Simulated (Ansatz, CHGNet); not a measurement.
For diamond-structure Ge, the machine-learned potential CHGNet 0.3.0 (trained on PBE and PBE+U data) gives:

| Item | Result |
|---|---|
| lattice parameter a | 5.758 Å |
| zone-centre TO phonon frequency | 157 cm⁻¹ |

**Question.** What does r²SCAN (Ansatz, a quantum-chemistry and plane-wave program, plane waves, PAW) give for the same quantities?

**Answer.** 
- lattice constant a: 5.675 Å (decreases by 1.4 %)
- zone-centre TO phonon frequency: 296 cm⁻¹ (rises by 89 %)

For comparison: lattice constant a 5.644 Å (measured, static lattice: zero-point anharmonic expansion removed; as tabulated in Mejia-Rodriguez and Trickey (2018), arXiv:1807.09216); zone-centre TO phonon frequency 304 cm⁻¹ (measured, low temperature, zero-point motion not removed; as tabulated in Tanner et al. (2021), arXiv:2110.11888).

Changes are worked out from the printed values.

Unless a cell is named, each level is at its own relaxed cell (CHGNet 0.3.0 23.87, r²SCAN 22.84 Å³/atom).

Ansatz's density-functional and Hartree–Fock values are scalar-relativistic unless marked +SOC, with PAW data made under PBE.
